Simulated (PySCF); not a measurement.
# AlH2F (SMILES [H][Al]([H])[F]): MP2/def2-TZVP

Aim: the vertical ionisation energy of AlH2F at MP2/def2-TZVP, from 2 runs. Input form: a Python script.

The results are computed with PySCF 2.14.0.

### 1 The system as given

The species is AlH2F (4 atoms), meant as a singlet with charge 0. As SMILES, `[H][Al]([H])[F]`. Geometry: a GFN2-xTB relaxation, a rough one for these elements and not checked as a minimum.

Bond lengths: Al1–F4 1.642 Å, Al1–H2 1.528 Å, Al1–H3 1.528 Å. Angles: H2–Al1–F4 119.2°, H3–Al1–F4 119.2°, H2–Al1–H3 121.7°.

### 2 A single-point energy at MP2/def2-TZVP

File input.py:

```python
from pyscf import gto, scf, mp

system = gto.M(
    atom=[
    ('Al', (0.019600, 0.032680, 0.000940)),
    ('H', (1.546910, -0.017870, 0.014080)),
    ('H', (-0.738990, 1.358820, -0.019420)),
    ('F', (-0.827520, -1.373630, 0.004400)),
],
    max_memory=1860,
    basis='def2-tzvp',
    verbose=3,
)

myscf = scf.RHF(system)
myscf.conv_tol = 1e-10
myscf.kernel()
if not myscf.converged:
    myscf = myscf.newton().run(myscf.mo_coeff, myscf.mo_occ)

pt = mp.MP2(myscf, frozen=6).run()
e_tot = pt.e_tot
print('E(%s) = %.9f' % ('MP2', e_tot))
```

Started as:

```bash
$ OMP_NUM_THREADS=1 python input.py
```

Output:

```text
converged SCF energy = -342.635457897145
E(RMP2) = -342.966705824563  E_corr = -0.331247927418097
E(SCS-RMP2) = -342.967641362814  E_corr = -0.332183465668635
E(MP2) = -342.966705825
```

It took 1.4 s on 1 thread of Arm Neoverse V1, shared host; peak memory 0.17 GiB.

### 3 The doublet cation

File job.py:

```python
from pyscf import gto, mp

mol = gto.M(
    atom=[
    ('Al', (0.019600, 0.032680, 0.000940)),
    ('H', (1.546910, -0.017870, 0.014080)),
    ('H', (-0.738990, 1.358820, -0.019420)),
    ('F', (-0.827520, -1.373630, 0.004400)),
],
    max_memory=1860,
    spin=1,
    verbose=3,
    charge=1,
    basis='def2-tzvp',
)

hf = mol.UHF()
hf.conv_tol = 1e-10
hf.kernel()
if not hf.converged:
    hf = hf.newton().run(hf.mo_coeff, hf.mo_occ)

pt = mp.MP2(hf, frozen=6).run()
energy = pt.e_tot
print('E(%s) = %.9f' % ('MP2', energy))
```

Started as:

```bash
$ OMP_NUM_THREADS=1 python job.py
```

Output:

```text
converged SCF energy = -342.225340430002  <S^2> = 0.8280947  2S+1 = 2.0766268
E(UMP2) = -342.535968194212  E_corr = -0.31062776420994
E(SCS-UMP2) = -342.532634609269  E_corr = -0.307294179266814
E(MP2) = -342.535968194
```

Run time: 2.2 s. Hardware: 1 thread of Arm Neoverse V1, shared host; peak memory 0.17 GiB.

### 4 Outcome

At MP2/def2-TZVP, 6 core orbitals frozen:

```
                                                                  quantity          value
                                               singlet AlH2F: total energy  -342.96671 Eh
                       singlet AlH2F: dipole moment (Hartree–Fock density)         1.33 D
                        singlet AlH2F: HOMO energy (Hartree–Fock orbitals)      -12.13 eV
                        singlet AlH2F: LUMO energy (Hartree–Fock orbitals)        1.25 eV
                      singlet AlH2F: HOMO–LUMO gap (Hartree–Fock orbitals)       13.39 eV
                singlet AlH2F: correlation energy (6 core orbitals frozen)     -331.2 mEh
                                              doublet cation: total energy  -342.53597 Eh
doublet cation: HOMO energy (Hartree–Fock orbitals) (highest over α and β)      -20.03 eV
 doublet cation: LUMO energy (Hartree–Fock orbitals) (lowest over α and β)      -10.27 eV
               doublet cation: correlation energy (6 core orbitals frozen)     -310.6 mEh
                         doublet cation: ⟨S²⟩ of the reference determinant          0.828
                        vertical ionisation energy (to the doublet cation)      11.721 eV
```

In words: Removing an electron at fixed nuclei costs 11.72 eV (1131 kJ/mol). Mulliken charges (singlet AlH2F) of the mean-field density run from -0.45 on F4 to +0.74 on Al1. Mulliken charges (doublet cation) of the mean-field density run from -0.33 on F4 to +0.94 on Al1; they depend strongly on the basis.
